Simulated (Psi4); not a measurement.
# M06-2X/6-31G(d) (spherical functions) run of Si3H8 (trisilane)

Aim: the energy change on altering one bond length of Si3H8 (trisilane) at M06-2X/6-31G* (spherical functions), from 2 runs. 

The results are computed with Psi4 1.11.

1 further run of the same task is left out (set aside as unsound or not needed).

### Step 1. The structure to begin with

Si3H8 has 11 atoms, charge 0, and is taken as a singlet. SMILES: `[SiH3][SiH2][SiH3]`. Geometry: relaxed at PBE0-D4/def2-TZVP.

Bond lengths: Si1–Si2 2.338 Å, Si2–Si3 2.338 Å, Si1–H4 1.488 Å, Si1–H5 1.488 Å, Si1–H6 1.488 Å, Si2–H7 1.490 Å, Si2–H8 1.490 Å, Si3–H9 1.488 Å, Si3–H10 1.488 Å, Si3–H11 1.488 Å. Some angles: Si1–Si2–Si3 110.4°, Si1–Si2–H7 109.6°, Si1–Si2–H8 109.6°, Si3–Si2–H7 109.6°, Si3–Si2–H8 109.6°, Si2–Si1–H4 111.2°, Si2–Si1–H5 109.8°, Si2–Si1–H6 109.8°, Si2–Si3–H9 109.8°, Si2–Si3–H10 109.8°.

### Step 2. Energy and forces at M06-2X/6-31G(d) (spherical functions)

Input file h8si3.json:

```json
{
  "schema_name": "qcschema_input",
  "schema_version": 1,
  "molecule": {
    "schema_name": "qcschema_molecule",
    "schema_version": 2,
    "symbols": ["Si", "Si", "Si", "H", "H", "H", "H", "H", "H", "H", "H"],
    "geometry": [-2.4426033, 2.58274539, -0.99261644, -0.87413061, -1.5255759, -0.55996365, 3.08390075, -1.46340391, 1.40359408, -4.96213734, 2.58461622, -2.23955222, -0.66901974, 4.12043443, -2.53992419, -2.688211, 3.77962232, 1.53944649, -0.64893195, -2.72150798, -3.0994532, -2.66523193, -3.0628681, 0.97583567, 2.86473032, -0.29279417, 3.95034018, 4.88271216, 0.0600555, -0.12859586, 4.11886596, -4.0613238, 1.69087024],
    "molecular_charge": 0,
    "molecular_multiplicity": 1,
    "fix_symmetry": "c1"
  },
  "driver": "gradient",
  "model": {
    "method": "m06-2x",
    "basis": "6-31G*"
  },
  "keywords": {
    "puream": true,
    "e_convergence": 1e-09,
    "d_convergence": 1e-08,
    "scf_type": "pk",
    "dft_radial_points": 99,
    "dft_spherical_points": 590,
    "scf_properties": ["MULLIKEN_CHARGES", "WIBERG_LOWDIN_INDICES", "DIPOLE"]
  }
}
```

The run is started by

```
$ psi4 --qcschema h8si3.json -n 1 --memory 1600MB
```

stdout:

```text
[...]
  Running in c1 symmetry.
[...]
  Nuclear repulsion =  193.117837226625369
[...]
  Multiplicity = 1
[...]
  Nalpha       = 25
  Nbeta        = 25
[...]
    Number of basis functions: 70
[...]
   @RKS iter   1:  -873.07296537157788   -6.10020e-01   2.84297e-03 DIIS/ADIIS
[...]
   @RKS iter   9:  -873.11331150903618   -1.06866e-11   3.23487e-09 DIIS
[...]
  @RKS Final Energy:  -873.11331150903618
   => Energetics <=
    Nuclear Repulsion Energy =            193.1178372266253689
    One-Electron Energy =               -1593.5751185066114886
    Two-Electron Energy =                 558.4827897955590288
    DFT Exchange-Correlation Energy =     -31.1388200246090925
    Empirical Dispersion Energy =           0.0000000000000000
    VV10 Nonlocal Energy =                  0.0000000000000000
    Total Energy =                       -873.1133115090361798
[...]
 Multipole Moments:
 ------------------------------------------------------------------------------------
     Multipole            Electronic (a.u.)      Nuclear  (a.u.)        Total (a.u.)
 ------------------------------------------------------------------------------------
 L = 1.  Multiply by 2.5417464519 to convert [e a0] to [Debye]
 Dipole X            :         -0.3991292            0.3860525           -0.0130767
 Dipole Y            :         -0.6963985            0.6736078           -0.0227907
 Dipole Z            :         -0.2553662            0.2470364           -0.0083298
 Magnitude           :                                                    0.0275645
[...]
  -Total Gradient:
     Atom            X                  Y                   Z
    ------   -----------------  -----------------  -----------------
       1        0.000589575718    -0.000361212688     0.000260423296
       2        0.000180088623     0.000311677614     0.000116213405
       3       -0.000534622508     0.000456593213    -0.000228131161
       4       -0.001240311941    -0.000207894321    -0.000631623544
       5        0.000820411587     0.000526199317    -0.000787340421
       6       -0.000158820959     0.000360571341     0.001187248483
       7        0.000304794843    -0.000289596353    -0.001196157325
       8       -0.000740105422    -0.000468493334     0.000919970071
       9       -0.000266862276     0.000437167935     0.001145824450
      10        0.000710873779     0.000609220708    -0.000831321714
      11        0.000341247315    -0.001363248447     0.000049086991
[...]
```

It took 38 s on 1 thread of Intel Xeon Platinum 8375C at 2.90GHz (Ice Lake), shared host; peak memory 1.1 GiB.

### Step 3. The distorted shape, same level

Input file input.dat:

```
memory 1.6 GB

molecule {
  Si    -2.67789877     3.19905689    -1.05752097
  Si    -0.87413061    -1.52557590    -0.55996365
  Si     3.08390075    -1.46340391     1.40359408
  H     -5.19743281     3.20092771    -2.30445676
  H     -0.90431521     4.73674593    -2.60482873
  H     -2.92350647     4.39593382     1.47454196
  H     -0.64893195    -2.72150798    -3.09945320
  H     -2.66523193    -3.06286810     0.97583567
  H      2.86473032    -0.29279417     3.95034018
  H      4.88271216     0.06005550    -0.12859586
  H      4.11886596    -4.06132380     1.69087024
  units bohr
  symmetry c1
  no_reorient
  no_com
}

set basis 6-31G*
set puream true
set e_convergence 1e-09
set d_convergence 1e-08
set scf_type pk
set dft_radial_points 99
set dft_spherical_points 590

e, wfn = gradient("m06-2x", return_wfn=True)
```

The run is started by

```
$ psi4 -i input.dat -o output.dat -n 1
```

output.dat:

```text
[...]
  Running in c1 symmetry.
[...]
  Nuclear repulsion =  183.637830601829478
[...]
  Multiplicity = 1
[...]
  Nalpha       = 25
  Nbeta        = 25
[...]
    Number of basis functions: 70
[...]
   @RKS iter   1:  -873.06226721624125   -7.81741e-01   2.61245e-03 DIIS/ADIIS
[...]
   @RKS iter  10:  -873.09622934356935   -1.25056e-12   2.88696e-09 DIIS
[...]
  @RKS Final Energy:  -873.09622934356935
   => Energetics <=
    Nuclear Repulsion Energy =            183.6378306018294779
    One-Electron Energy =               -1574.4824048259158644
    Two-Electron Energy =                 548.8567389378314374
    DFT Exchange-Correlation Energy =     -31.1083940573143352
    Empirical Dispersion Energy =           0.0000000000000000
    VV10 Nonlocal Energy =                  0.0000000000000000
    Total Energy =                       -873.0962293435693482
[...]
 Multipole Moments:
 ------------------------------------------------------------------------------------
     Multipole            Electronic (a.u.)      Nuclear  (a.u.)        Total (a.u.)
 ------------------------------------------------------------------------------------
 L = 1.  Multiply by 2.5417464519 to convert [e a0] to [Debye]
 Dipole X            :          7.0152846           -7.0269108           -0.0116262
 Dipole Y            :         -5.2040657            5.1962480           -0.0078177
 Dipole Z            :          3.0338252           -3.0402141           -0.0063889
 Magnitude           :                                                    0.0153981
[...]
  -Total Gradient:
     Atom            X                  Y                   Z
    ------   -----------------  -----------------  -----------------
       1       -0.012537282853     0.033130669611    -0.003434067881
       2        0.012506281888    -0.033937478666     0.003352156735
       3        0.000113305157    -0.001543750727    -0.000075103634
       4       -0.001891540734     0.001419281558    -0.000817712774
       5        0.000445835371     0.002084396233    -0.000962095587
       6       -0.000627630344     0.001903248046     0.001203401062
       7        0.001127394975    -0.001635073350    -0.001038968212
       8       -0.000025820817    -0.001831616289     0.001295910168
       9       -0.000333867270     0.000646934409     0.001195504283
      10        0.000694265788     0.000828818243    -0.000886831662
      11        0.000536520298    -0.001059140084     0.000171399757
[...]
```

Run time: 41 s. Hardware: 1 thread of Intel Xeon Platinum 8375C at 2.90GHz (Ice Lake), shared host; peak memory 1.1 GiB.

### Step 4. Outcome

Level: M06-2X/6-31G* (spherical functions).

| quantity | value |
| --- | --- |
| first shape: total energy | -873.11331 Eh |
| first shape: dipole moment | 0.07 D |
| first shape: HOMO energy | -8.91 eV |
| first shape: LUMO energy | 0.91 eV |
| first shape: HOMO–LUMO gap | 9.82 eV |
| first shape: largest force on an atom | 0.072 eV/Å |
| distorted shape: total energy | -873.09623 Eh |
| distorted shape: dipole moment | 0.04 D |
| distorted shape: HOMO energy | -8.42 eV |
| distorted shape: LUMO energy | 0.14 eV |
| distorted shape: HOMO–LUMO gap | 8.56 eV |
| distorted shape: largest force on an atom | 1.868 eV/Å |
| energy change with the Si1–Si2 bond stretched from 2.338 to 2.689 Å | 0.465 eV |

**Reading.** With the Si1–Si2 bond stretched from 2.338 to 2.689 Å the energy rises by 0.46 eV (10.7 kcal/mol). The first shape isn't relaxed at this level, so the change isn't measured from a minimum. Mulliken charges (first shape) run from -0.05 on H10 to +0.19 on Si1; they depend strongly on the basis.
